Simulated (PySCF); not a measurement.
formaldehyde cation (CH2O), SMILES C=O (connectivity only; charge and spin as stated), charge +1, multiplicity 2. Atoms are numbered in the order given.

```xyz
4

C      0.0000     0.0000    -0.5229
O      0.0000     0.0000     0.6638
H      0.0000     0.9680    -1.0865
H      0.0000    -0.9680    -1.0865
```
Charge +1, spin multiplicity 2.

Geometry: B3LYP-D3(BJ)/def2-TZVPD. The spin state was assumed, not searched.

These are PySCF with B3LYP/pcH-1 values and carry that method's errors.

Unrestricted Kohn–Sham, ⟨S²⟩ = 0.758. Hyperfine tensors hold the contact and dipolar terms, without spin-orbit corrections.

Problem. Estimate the hyperfine couplings. (The exact figures need the calculation; the answer reports its results.)

Solution. 
```tsv
nucleus	A(iso) (MHz)	A(iso) (G)	dipolar principal values (MHz)
13C no. 1	-98.2	-35.0	-22.2, 8.8, 13.5
17O no. 2	-47.6	-17.0	-250.7, 112.3, 138.3
1H no. 3	372.4	132.9	-10.4, -7.0, 17.4
1H no. 4	372.4	132.9	-10.4, -7.0, 17.4
```

Problem. And the g tensor (effective nuclear charges for spin-orbit coupling, GIAO)? (An estimate is asked for; the answer gives what the named calculation found.)

Solution. principal values 2.0021, 2.0024, 2.0081; isotropic 2.0042.
